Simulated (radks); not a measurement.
# C⁴⁺ in 1s1.75 2p0.25: an all-electron calculation

What are the levels of the carbon ion C4+, how large are its shells, and how does its energy divide?

Method: non-relativistic Kohn-Sham, PBE, spin-polarised, spherical densities, point nucleus; open shells are filled with parallel spins first. Code: radks (a radial shooting solver on a logarithmic mesh, Libxc functionals) version 1.

## (1) Starting point

```
element       : carbon (Z = 6)
charge        : +4
electrons     : 2
configuration : 1s1.75 2p0.25
```

## (2) Self-consistent calculation

The run's settings:

```text
Z 6
configuration 1s1.75 2p0.25 2s0 3p0 3d0
relativity non-relativistic
functional pbe,pbe
spin polarised
nucleus point
```

**Question.** What will this run give?

The runs gave:

| quantity | value |
| --- | --- |
| total energy | -29.62198 hartree |
| exchange-correlation share of it | 10.48 % |
| −T/E | 0.9987 |
| highest occupied level | 2p up, -68.452 eV |
| most extended occupied level | 2p up, <r> = 1.06 bohr |
| radius at density 0.001 e/bohr³ | 1.88 bohr |
| maxima of the radial density | 1 |

**Reading.** The radial density shows 1 maxima for 2 occupied principal shells; where shells overlap, one shows as a shoulder or not at all. The ratio −T/E is 0.9987; for a non-relativistic Coulomb system it is 1 up to the kinetic part of correlation. This is not the tabulated ground configuration, so its levels and sizes aren't those of the ground state, and no measured value stands beside it.
